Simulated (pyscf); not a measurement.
A first-order saddle from PySCF, ωB97X-D3(BJ)/def2-SVP:

```xyz
14

Si     1.4119    -0.2156     0.4626
O      0.0943    -0.6353    -0.4824
Si    -1.5241    -0.3357    -0.3865
O     -1.9831     1.3459    -0.8662
H      1.3029    -0.7712     1.8374
H      1.5628     1.2656     0.5067
H      2.6085    -0.7984    -0.2041
H     -1.9842    -0.8476    -1.7215
H     -2.4069    -1.0226     0.5782
H     -2.1267     1.4768    -1.8119
H     -0.9966     1.8716     1.1387
F     -1.0625     0.7173     1.2940
H     -1.6004     2.2179    -0.2796
F     -1.0786     2.8663     0.6342
```
Charge 0, spin multiplicity 1.

Surface: singlet, charge 0. Lowest wavenumbers (cm⁻¹): 608i, 54, 62, 138, 198.

What reaction is this the transition state of?

HO–SiH₂–O–SiH₃ + HF + HF ⇌ F–SiH₂–O–SiH₃ + H₂O + HF, a multi-bond step read from left to right: O–Si, F–H, F–H broken and F–Si, H–O, F–H formed. At ωB97M-D3(BJ)/def2-TZVP it lies -17.1 kJ/mol from the left side and +25.0 kJ/mol from the right (each side as separated species at their lowest minima found). On the reactant side the descent ends in a bound adduct, 79.7 kJ/mol under the separated species and 63.7 kJ/mol under the saddle at ωB97X-D3(BJ)/def2-TZVP. On the product side the descent ends in a bound adduct (not fully relaxed), 49.5 kJ/mol under the separated species and 74.5 kJ/mol under the saddle at ωB97X-D3(BJ)/def2-TZVP. At ωB97M-D3(BJ) the saddle lies under the separated reactants, which points to a path from their complex (located at ωB97X-D3(BJ) alone). One saddle was located; it need not be the lowest between these sides.
